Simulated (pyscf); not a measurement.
**Multi-bond step: F–SiH₂–O–SiH₃ + hydrogen fluoride (HF) + hydrogen fluoride (HF) → F–SiH₂–F + silanol (HO–SiH₃) + hydrogen fluoride (HF)**

Gas phase, singlet surface, charge 0. Bonds broken: Si2–O3, H10–F11, H12–F13. Bonds formed: Si2–F11, O3–H12, H10–F13. Structures and frequencies: ωB97X-D3(BJ)/def2-SVP in PySCF.

Transition state (Å):

```xyz
13

F     -1.3878    -0.8570     2.1192
Si    -1.5155     0.4662     1.1845
O     -0.1822     0.6705     0.0204
Si    -0.3404     0.0942    -1.5957
H     -2.3666    -0.1365     0.0898
H     -2.3388     1.6231     1.5979
H      0.9778     0.4049    -2.2044
H     -0.5934    -1.3647    -1.5737
H     -1.4288     0.8401    -2.2690
H      0.8170     1.3853     1.9666
F     -0.2305     1.2449     2.3916
H      0.8336     1.0475     0.4466
F      1.6616     1.4192     1.1965
```

One imaginary mode, 783i cm⁻¹; descent along it reached the two sides named, in the forms told below.

| bond | change | reactant side (Å) | saddle | product side |
|---|---|---|---|---|
| Si2–O3 | breaks | 1.678 | 1.782 | 1.896 |
| H10–F11 | breaks | 0.941 | 1.139 | 1.519 |
| H12–F13 | breaks | 0.956 | 1.177 | 1.583 |
| Si2–F11 | forms | 2.9 | 1.927 | 1.736 |
| O3–H12 | forms | 1.612 | 1.164 | 1.000 |
| H10–F13 | forms | 1.662 | 1.143 | 0.963 |

Electronic energies relative to the separated reactants (kcal/mol):

| level | barrier | reaction energy | reverse barrier |
|---|---|---|---|
| ωB97X-D3(BJ)/def2-TZVP | 1.1 | -4.3 | 5.4 |
| PBE/def2-TZVP | -3.9 | -7.5 | 3.6 |
| r²SCAN/def2-TZVP | -3.8 | -6.7 | 2.9 |
| B3LYP-D3(BJ)/def2-TZVP | 0.6 | -5.5 | 6.1 |
| PBE0-D3(BJ)/def2-TZVP | -1.7 | -5.3 | 3.6 |
| M06-2X/def2-TZVP | -0.7 | -5.0 | 4.3 |
| ωB97M-D3(BJ)/def2-TZVP | 1.1 | -6.0 | 7.1 |
| HF/def2-TZVP | 26.6 | -5.8 | 32.3 |

With ωB97M-D3(BJ)/def2-TZVP energies and thermal terms (ideal gas, 1 atm, RRHO with modes under 100 cm⁻¹ raised to 100, one conformer, R ln 2 for rigid chiral ones), in kcal/mol:

| T (K) | ΔH‡ | ΔG‡ | ΔH | ΔG |
|---|---|---|---|---|
| 298 | 0.8 | 22.4 | -5.9 | -6.8 |
| 600 | 0.3 | 44.5 | -6.5 | -7.5 |
| 900 | 1.0 | 66.5 | -6.9 | -7.9 |
| 1200 | 2.3 | 88.1 | -7.2 | -8.2 |

On the reactant side the descent ends in a bound adduct (not fully relaxed), 13.0 kcal/mol under the separated species and 14.1 kcal/mol under the saddle at ωB97X-D3(BJ)/def2-TZVP. On the product side the descent ends in an adduct with a O–Si contact, 0.3 kcal/mol under the separated species and 5.8 kcal/mol under the saddle at ωB97X-D3(BJ)/def2-TZVP. At PBE, r²SCAN, PBE0-D3(BJ), M06-2X the saddle lies under the separated reactants, which points to a path from their complex (located at ωB97X-D3(BJ) alone). What is counted as broken (O–Si) persists as a longer contact in the product adduct; parting that adduct is a step of its own. This is the saddle that the search found; another between the same sides may lie lower.
